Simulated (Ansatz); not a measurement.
The same path of AlH4N + H2 (8 atoms, charge 0, multiplicity 1) was run twice with different band settings. Lost on the way: H7–H8. Made: Al1–H7, N2–H8.

Theory: RKS PBE/def2-SVPD in Ansatz.

Relaxed end points:

```xyz
8
Properties=species:S:1:pos:R:3
Al 0.002 -0.098 0.369
N 0.048 -0.465 2.129
H -0.767 -0.688 2.700
H 0.895 -0.499 2.696
H 1.392 0.161 -0.369
H -1.413 -0.159 -0.363
H -0.298 2.539 0.281
H -0.276 2.332 1.023
```

```xyz
8
Properties=species:S:1:pos:R:3
Al 0.028 0.528 -0.026
N -0.124 0.265 2.048
H -0.361 -0.706 2.289
H 0.758 0.492 2.523
H 1.231 -0.507 -0.321
H -1.466 0.079 -0.445
H 0.371 2.105 -0.054
H -0.853 0.866 2.451
```

Common settings: movable images 7; climbing image yes; spring 5.0 eV/Å²; optimiser quadratic models (default); force threshold 0.03 eV/Å; iteration limit 60; end points relaxed.

| run | start path |
| --- | --- |
| 1 | through a guess of the saddle point |
| 2 | straight line |

What does each run give, and how far can it be trusted?

Run 1: converged after 11 iterations, highest image 0.644 eV above the first end. A vibrational analysis at the climbing image gives one clearly imaginary mode, 1087i cm⁻¹: a first-order saddle point.
Run 2: converged after 15 iterations, highest image 0.643 eV above the first end. Another band between the same ends (7 images) ends at a top of the same energy, where a vibrational analysis finds 1 clearly imaginary mode.
The orbitals stay closed-shell, which can raise the energy where a bond breaks towards radicals; this wasn't checked here.
